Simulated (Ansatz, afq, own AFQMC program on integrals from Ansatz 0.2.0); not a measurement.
**SiHBr, triplet: AFQMC among the cluster methods**

```json
{"atom": "Br", "x (Å)": "0.0000", "y (Å)": "0.0000", "z (Å)": "-1.6707"}
{"atom": "H", "x (Å)": "0.0000", "y (Å)": "0.0000", "z (Å)": "0.0543"}
{"atom": "Si", "x (Å)": "0.0000", "y (Å)": "0.0000", "z (Å)": "1.6163"}
```

Connectivity, by distances: Br ··· Si, 1 bridging H.

Basis cc-pVTZ. Only valence electrons are correlated. Integrals, coupled cluster, full CI and functionals: Ansatz 0.2.0; the random walks run on the same integrals in our own AFQMC program. ph-AFQMC/CISD is guided by a CISD state made of CCSD amplitudes; releasing the constraint for a short imaginary time cuts its bias at the price of noise, slowly where states lie close. Error bars are statistical, one sigma. No spin–orbit coupling.

Determinant: UHF, the one that the program's search chose, which needn't be the lowest solution. The geometry is a point of a scan.

No full CI on the walks' own integrals is used here; CCSDT(Q) serves as the reference and is uncertain by about the last step of the cluster series.

Cautions: no relativity below Rb; no spin-orbit coupling; inner d shell frozen; lower spins were not checked.

The T1 diagnostic is 0.0184, the weight of the determinant in the CISD state is 0.853 and the ⟨S²⟩ of the determinant is 2.038. The size of the correlated space is 12 electrons in 72 orbitals.

Reference: CCSDT(Q), correlation energy -7.922 eV. The released energy is read at 2.40 1/Eh (meV from the phaseless value at times in 1/Eh: -12 ± 4 at 0.24, -17 ± 3 at 0.51, -24 ± 3 at 0.99, -23 ± 5 at 1.62, -16 ± 5 at 2.40).

```json
{"level": "HF", "E − E(reference) (kcal/mol)": "182.68", "share of correlation (%)": "0.00"}
{"level": "MP2", "E − E(reference) (kcal/mol)": "31.46", "share of correlation (%)": "82.78"}
{"level": "CCSD", "E − E(reference) (kcal/mol)": "8.29", "share of correlation (%)": "95.46"}
{"level": "CCSD(T)", "E − E(reference) (kcal/mol)": "1.29", "share of correlation (%)": "99.29"}
{"level": "CCSDT", "E − E(reference) (kcal/mol)": "0.35", "share of correlation (%)": "99.81"}
{"level": "ph-AFQMC/HF", "E − E(reference) (kcal/mol)": "1.13 ± 0.65", "share of correlation (%)": "99.38"}
{"level": "ph-AFQMC/CISD", "E − E(reference) (kcal/mol)": "0.59 ± 0.13", "share of correlation (%)": "99.68"}
{"level": "released AFQMC", "E − E(reference) (kcal/mol)": "0.23 ± 0.11", "share of correlation (%)": "99.87"}
```

A walk keeps the symmetry of its determinant, which the program's search chose and which needn't be the lowest solution, so a lower state of the same spin and another symmetry isn't excluded. Released energies are given only where the last usable release times agree within the noise; a slower fall can still hide under it.
